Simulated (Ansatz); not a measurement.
# CH₃Si (doublet): from Hartree-Fock to the top rungs at a displaced geometry (v1), cc-pVDZ

The task here is to estimate one member of a computed series from the others.

Method: cc-pVDZ, core rule «outside noble gas», up to 6 orbitals frozen; program: Ansatz 0.2.0, Gaussian basis.

To be run: UHF; CCSD(T) on ROHF; CCSD(T) on UHF; BCCD(T) on ROHF; CISD; CCSDT(Q) on ROHF; CCSDT(Q) on UHF.

16 further runs of the same task are left out: 6 that didn't finish, 10 set aside as unsound or not needed.

## The geometry

The geometry is a PBE0/def2-TZVP stationary point (not a proven minimum) with its atoms shifted at random (size 0.040 Å).

5 atoms, charge 0, spin multiplicity 2.

Atoms are counted from 1 here; the program's logs count them from 0.

Bond lengths: Si1–C2 1.679 Å, Si1–H3 1.489 Å, Si1–H4 1.484 Å, C2–H5 1.141 Å. Angles: C2–Si1–H3 120.4°, C2–Si1–H4 120.7°, H3–Si1–H4 118.9°, Si1–C2–H5 175.0°.

As a file:

```xyz
5
CH3Si
Si    0.0027    0.0040    0.4983
C     0.0019   -0.0121   -1.1811
H     0.0499    1.2942    1.2392
H    -0.0529   -1.2626    1.2690
H    -0.0953    0.0006   -2.3182
```

Set-up of the first run:

File in.yaml:

```yaml
crystal:
  periodic: [false, false, false]
  atoms:
    - {symbol: Si, position_ang: [0.002723, 0.004028, 0.498261]}
    - {symbol: C, position_ang: [0.001889, -0.012115, -1.181068]}
    - {symbol: H, position_ang: [0.049853, 1.294218, 1.239205]}
    - {symbol: H, position_ang: [-0.052923, -1.262642, 1.269007]}
    - {symbol: H, position_ang: [-0.095308, 0.000560, -2.318175]}
basis:
  gaussian: {orbitals: cc-pVDZ}
magnetization: {spin_polarized: true, initial_magnetization: 1}
hamiltonian: {xc: hf}
output: {orbitals: {seedname: orbitals}}
```

Started as:

```
ansatz run in.yaml --threads 1 --pin off --events-out ev --progress --plain --max-ram 2393MiB
```

Among the steps run: UHF; CCSD(T) on ROHF; CCSD(T) on UHF; BCCD(T) on ROHF; CISD; CCSDT(Q) on ROHF; CCSDT(Q) on UHF.

One of the session's tables, all rows but one given; the rest of the session is left out.

```
   method  from RCCSDT(Q) (kcal/mol)
     ROHF                    +164.81
      UHF                    +155.63
     RMP2                     +30.27
     UMP2                     +37.03
     CISD                     +20.88
    RCCSD                      +7.05
    UCCSD                      +7.20
 RCCSD(T)                      +1.31
 UCCSD(T)                      +1.93
  BCCD(T)                          ?
   RCCSDT                      +0.42
   UCCSDT                      +0.42
RCCSDT(Q)                          0
UCCSDT(Q)                      -0.04
```

**Question.** Estimate the row for BCCD(T).

The run gave: from RCCSDT(Q) (kcal/mol): +1.37. In the column «from RCCSDT(Q) (kcal/mol)» it lies between RCCSD(T) (+1.31) and UCCSD(T) (+1.93).

Limits of these values: Restricted and unrestricted rows rest on different reference determinants; where their highest levels disagree by more than a few hundredths of an eV, they describe different states and don't form one ladder.
